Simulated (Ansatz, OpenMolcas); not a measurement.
C4H6S (2,3-dihydrothiophene): from total energies to a heat of formation

C4H6S: 11 atoms, total charge 0, spin state singlet. SMILES: `C1=CSCC1`. The coordinates come from a PBE0-D4/def2-TZVP relaxation. This is one conformer, not always the lowest.

Total energies at B3LYP/def2-SVP (OpenMolcas 26.06); the atoms run unrestricted:

```tsv
species	state	energy (Eh)
C4H6S	singlet	-553.981478
C	triplet	-37.814061
S	triplet	-397.995160
H	doublet	-0.501259
```

Harmonic wavenumbers at PBE0-D4/def2-TZVP, in cm⁻¹: 168, 415, 507, 663, 692, 708, 808, 864, 932, 937, 1002, 1029, 1117, 1147, 1205, 1281, 1325, 1347, 1464, 1481, 1657, 3013, 3069, 3091, 3146, 3210, 3238.

Measured heats of formation of the gaseous atoms at 298.15 K, in kJ/mol: C 716.9, S 277.0, H 218.0. Spin-orbit lowering of the atoms at 298 K (mean of the ground term's levels less their thermal mean, from spectra), in kJ/mol: C 0.02, S 1.88. Take 1 Eh = 2625.50 kJ/mol, 1 cm⁻¹ = 0.0119627 kJ/mol, RT = 2.479 kJ/mol.

Task: What heat of formation follows?

Result: 
1. Electronic atomisation energy: 4 × (-37.814061) + (-397.995160) + 6 × (-0.501259) − (-553.981478) = 1.722520 Eh = 4522.5 kJ/mol.
2. Zero-point energy: half the sum of the wavenumbers, 19758 cm⁻¹ = 236.4 kJ/mol.
3. Thermal vibrational enthalpy, Σ hcν̃/(exp(hcν̃/kT) − 1): 5.0 kJ/mol. Translation, rotation and pV of a non-linear molecule: 4 RT = 9.9 kJ/mol.
4. The 11 free atoms carry 5/2 RT each: 68.2 kJ/mol.
5. Spin-orbit coupling lowers the free atoms by 4 × 0.02 + 1.88 = 2.0 kJ/mol.
6. Atomisation enthalpy at 298 K: 4522.5 − 2.0 − 236.4 − 5.0 − 9.9 + 68.2 = 4337.4 kJ/mol.
7. Sum of the atoms' heats of formation: 4452.6 kJ/mol. Heat of formation: 4452.6 − 4337.4 = +115.2 kJ/mol.

The tabulated value is +90.7 kJ/mol (CRC Handbook of Chemistry and Physics), so this level is off by +24.5 kJ/mol, or 0.6 % of the atomisation enthalpy. Anharmonicity and any spin-orbit splitting of the molecule are left out.
